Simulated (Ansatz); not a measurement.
# CHBe (doublet): wave-function methods side by side, def2-TZVPP

One table from this session's results is given with a row withheld; the runs are named, their logs left out.

Program: Ansatz 0.2.0, Gaussian basis. Level of theory: def2-TZVPP, core rule «outside noble gas», up to 2 orbitals frozen. These are calculated values, not measurements.

To be run: UHF; ROHF; CCSD(T) on UHF.

2 further runs of the same task are left out: 2 set aside as unsound or not needed.

**What is computed**

The geometry is a PBE0/def2-TZVP stationary point (not a proven minimum).

3 atoms, charge 0, spin multiplicity 2.

Atoms are counted from 1 here; the program's logs count them from 0.

Bond lengths: C1–Be2 1.624 Å, C1–H3 1.082 Å. Angles: Be2–C1–H3 180.0°.

As a file:

```xyz
3

C     0.0000    0.0000    0.1808
Be    0.0000    0.0000   -1.4434
H     0.0000    0.0000    1.2625
```

Set-up of the first run:

in.yaml reads:

```yaml
crystal:
  periodic: [false, false, false]
  atoms:
    - {symbol: C, position_ang: [0.000000, 0.000000, 0.180833]}
    - {symbol: Be, position_ang: [0.000000, 0.000000, -1.443367]}
    - {symbol: H, position_ang: [0.000000, 0.000000, 1.262533]}
basis:
  gaussian: {orbitals: def2-TZVPP}
magnetization: {spin_polarized: true, initial_magnetization: 1}
hamiltonian: {xc: hf}
output: {orbitals: {seedname: orbitals}}
```

Run with:

```bash
ansatz run in.yaml --threads 1 --pin off --events-out ev --progress --plain --max-ram 3968MiB --backend cpu
```

Among the steps run: UHF; ROHF; CCSD(T) on UHF.

One table of the session follows, with a row left open; its other results are not shown here.

It belongs to the step «Misses and costs». 

| method | from UCCSD(T) (kJ/mol) |
| --- | --- |
| ROHF | +584.1 |
| UHF | +398.7 |
| UMP2 | +70.7 |
| UCCSD | ? |
| UCCSD(T) | 0 |

Estimate the missing values for UCCSD.

**Answer.** from UCCSD(T) (kJ/mol): +13.4. In the column «from UCCSD(T) (kJ/mol)» it lies between UCCSD(T) (0) and UMP2 (+70.7).

The program flags UCCSD(T) as in doubt (see the logs), so the zero of the table is itself unsure.

To keep in mind: The determinant is far from a pure spin state, so its energy mixes those of several spin states (harmless only where they are near-degenerate, as at dissociation). The program flags UCCSD(T) as in doubt, so the zero of the table is itself unsure.
